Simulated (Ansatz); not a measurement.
# CH₃+ (singlet): wave-function methods side by side at a displaced geometry (v1), cc-pVTZ

One table from this session's results is given with a row withheld; the runs are named, their logs left out.

The runs use Ansatz 0.2.0, Gaussian basis; cc-pVTZ, core rule «outside noble gas», up to 1 orbitals frozen.

Plan: UHF; CCSD(T) on RHF; BCCD(T) on RHF; CCSDT(Q) on RHF; CASSCF and MRCISD+Q, 6 electrons in 7 orbitals; CASSCF and NEVPT2, 6 electrons in 7 orbitals.

15 further runs of the same task are left out: 7 that didn't finish, 8 set aside as unsound or not needed.

### The system

The geometry is a PBE0/def2-TZVP stationary point (not a proven minimum) with its atoms shifted at random (size 0.040 Å).

4 atoms, charge 1, spin multiplicity 1.

Atoms are counted from 1 here; the program's logs count them from 0.

Bond lengths: C1–H2 1.092 Å, C1–H3 1.109 Å, C1–H4 1.138 Å. Angles: H2–C1–H3 117.5°, H2–C1–H4 121.1°, H3–C1–H4 121.2°.

Set-up of the first run:

in.yaml

```yaml
crystal:
  periodic: [false, false, false]
  atoms:
    - {symbol: C, position_ang: [0.000627, -0.000495, 0.005959]}
    - {symbol: H, position_ang: [1.092946, -0.002740, -0.005427]}
    - {symbol: H, position_ang: [-0.510854, 0.982417, -0.050609]}
    - {symbol: H, position_ang: [-0.589559, -0.973783, -0.014969]}
basis:
  gaussian: {orbitals: cc-pVTZ}
total_charge: 1
magnetization: {spin_polarized: true, initial_magnetization: 0}
hamiltonian: {xc: hf}
output: {orbitals: {seedname: orbitals}}
```

Launch:

```sh
$ ansatz run in.yaml --threads 1 --pin off --events-out ev --progress --plain --max-ram 2393MiB
```

Among the steps run: UHF; CCSD(T) on RHF; BCCD(T) on RHF; CCSDT(Q) on RHF; CASSCF and MRCISD+Q, 6 electrons in 7 orbitals; CASSCF and NEVPT2, 6 electrons in 7 orbitals.

One of the session's tables, all rows but one given; the rest of the session is left out.

It belongs to the step «Misses and costs». 

```
          method  from RCCSDT(Q) (meV)
             RHF               +4310.7
            RMP2                +699.9
           RCCSD                 +98.0
        RCCSD(T)                 +12.7
         BCCD(T)                 +12.6
          RCCSDT                     ?
       RCCSDT(Q)                     0
  CASSCF valence               +2435.4
  NEVPT2 valence                +640.3
  MRCISD valence                 +90.5
MRCISD+Q valence                 +23.7
```

Q: Estimate the row for RCCSDT from the others.

As computed: from RCCSDT(Q) (meV): +1.7. In the column «from RCCSDT(Q) (meV)» it lies between RCCSDT(Q) (0) and BCCD(T) (+12.6).
